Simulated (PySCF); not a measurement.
Species: SiCl₂ (singlet state).
Numbering: `[Cl:1][Si:2][Cl:3]`

Structure used (PBE0-D3(BJ)/def2-TZVP), in Å, numbered top down from 1:
```xyz
3
SiCl2 angstrom
Cl    -1.5423   -0.6890   -0.1163
Si     0.0387    0.6582   -0.1401
Cl     1.6717   -0.6260   -0.1405
```

The closed-shell ground state was solved at several levels (PySCF, density fitting, gas phase, non-relativistic). Isolated species at its PBE0-D3(BJ)/def2-TZVP geometry, gas phase.

| level | basis functions | total energy (Eh) | HOMO (eV) | LUMO (eV) | gap (eV) | dipole (D) |
| --- | --- | --- | --- | --- | --- | --- |
| PBE0/aug-cc-pVTZ | 150 | -1209.5902 | -7.79 | -2.93 | 4.86 | 0.90 |
| PBE0/pcSseg-2 | 129 | -1209.5924 | -7.83 | -2.98 | 4.85 | 1.10 |
| CAM-B3LYP/aug-cc-pVTZ | 150 | -1210.0458 | -9.07 | -1.84 | 7.23 | 1.04 |
| B97-2/pcSseg-2 | 129 | -1210.0974 | -7.61 | -3.01 | 4.60 | 1.11 |
| wB97X-D/aug-cc-pVTZ | 150 | -1210.0002 | -9.59 | -1.18 | 8.41 | 0.91 |
| wB97X-D/pcSseg-2 | 129 | -1210.0057 | -9.64 | -1.25 | 8.39 | 1.14 |

Question: Estimate the row for KT3/pcSseg-2, a basis of 129 functions; the other rows only guide the guess.

Answer: Total energy -1218.4859 Eh, HOMO -6.81 eV, LUMO -3.73 eV, gap 3.08 eV, dipole 1.06 D.

Question: Over all these levels, which gives the widest orbital gap and which the narrowest?

Answer: wB97X-D/aug-cc-pVTZ (range-separated hybrid) has the widest, 8.41 eV, and KT3/pcSseg-2 (GGA) the narrowest, 3.08 eV. Functional and basis both differ between the two, so the spread mixes both effects.

Question: In the pcSseg-2 basis, how does the gap go with the fixed share of exact exchange?

Answer: KT3 (0 %) 3.08 eV; B97-2 (21 %) 4.60 eV; PBE0 (25 %) 4.85 eV. Each rise in the share widens the gap here.

Question: How far do the dipole and the HOMO energy spread over the levels?

Answer: The dipole runs from 0.90 to 1.14 D (mean 1.04 D) and the HOMO from -9.64 to -6.81 eV.

The pairwise dispersion term of wB97X-D wasn't added to the energies; at a given geometry it leaves orbitals and properties as they are.
